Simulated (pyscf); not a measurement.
O=Cr(=O)(F)–F + SiH₄ -> O=CrH(=O)–F + F–SiH₃ (four-centre exchange; singlet surface; Cr–F, H–Si broken, Cr–H, F–Si formed). Structures and frequencies: ωB97X-D3(BJ)/def2-SVP in PySCF. Rate constants from transition-state theory, ωB97M-D3(BJ)/def2-TZVP energies (ideal gas, 1 atm, RRHO with modes under 100 cm⁻¹ raised to 100, one conformer, R ln 2 for chiral ones without a mode under 150 cm⁻¹; no tunnelling), k in cm³ molecule⁻¹ s⁻¹.

| T (K) | 1000/T | log10 k |
|---|---|---|
| 298 | 3.354 | -26.86 |
| 600 | 1.667 | -19.85 |
| 900 | 1.111 | ? |
| 1200 | 0.833 | -15.98 |

### Question
Fit an Arrhenius line to the three values, give the activation energy, and predict k at 900 K.

### Answer
Least squares gives log10 k = -12.52 − 4.29 × 1000/T, so Ea = 4.29 × ln 10 × 1.987 = 19.6 kcal/mol, against an electronic barrier of 16.2. At 900 K the line gives -17.29; the computed value is -17.34 (ΔG‡ = 48.2 kcal/mol), close to the line. One saddle was located; it need not be the lowest between these sides.
